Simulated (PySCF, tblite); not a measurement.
# C2HNO2, a complex of two parts: NMR shifts, interaction energy, infrared bands, spin-spin couplings and core binding energies

The task here is to estimate one member of a computed series from the others.

Programs: tblite 0.8.0 and PySCF 2.14.0. All values are calculated, for the isolated system unless a continuum is named. Atoms count from 0, parts from 1.

## Starting point

6 atoms, charge 0, multiplicity 1; geometry: rigid parts in contact. Parts: 1 = atoms 0–2, `O=C=O`, charge 0; 2 = atoms 3–5, `C#N`, charge 0.

Set-up of the first run:

The job: settings as JSON, then the geometry in Å.

```
{"job": {"kind": "dock", "xc": "GFN2-xTB", "basis": "xTB"}, "charge": 0, "multiplicity": 1, "parts": [{"atoms": "0-2", "charge": 0, "multiplicity": 1}, {"atoms": "3-5", "charge": 0, "multiplicity": 1}]}
O      1.010532     0.535464    -0.004606
C      0.000010     0.000005     0.000000
O     -1.010542    -0.535469     0.004605
C     -0.392623     1.606348     3.532124
N     -0.188452     1.095424     2.536376
H     -0.582513     2.081718     4.458585
```

With the program's defaults for keys left out, this is: GFN2-xTB search for minima from random contacts, gas phase.

Started as:

```
$ OMP_NUM_THREADS=1 python cluster_run.py task.json out
```

This one command runs all jobs of the session in turn.

Steps of the session up to this table: Search for minima with GFN2-xTB; Relaxing the molecule at PBE0-D3(BJ)/def2-TZVPD; NMR shieldings: PBE0/pcSseg-2; Coupled-cluster interaction energy: CCSD(T) and MP2.

One of the session's tables, all rows but one given; the rest of the session is left out.

It belongs to the step «Coupled-cluster interaction energy: CCSD(T) and MP2». 

```
                 method  interaction energy (kcal/mol)
         HF/aug-cc-pVDZ                          -1.07
        MP2/aug-cc-pVDZ                          -1.97
       CCSD/aug-cc-pVDZ                          -1.75
    CCSD(T)/aug-cc-pVDZ                          -1.89
         HF/aug-cc-pVQZ                          -1.08
        MP2/aug-cc-pVQZ                              ?
    SCS-MP2/aug-cc-pVQZ                          -1.87
      MP2, extrapolated                          -2.25
CCSD(T), limit estimate                          -2.17
```

Q: Estimate the row for MP2/aug-cc-pVQZ from the others.

As computed: interaction energy (kcal/mol): -2.20. In the column «interaction energy (kcal/mol)» it lies between MP2, extrapolated (-2.25) and CCSD(T), limit estimate (-2.17).
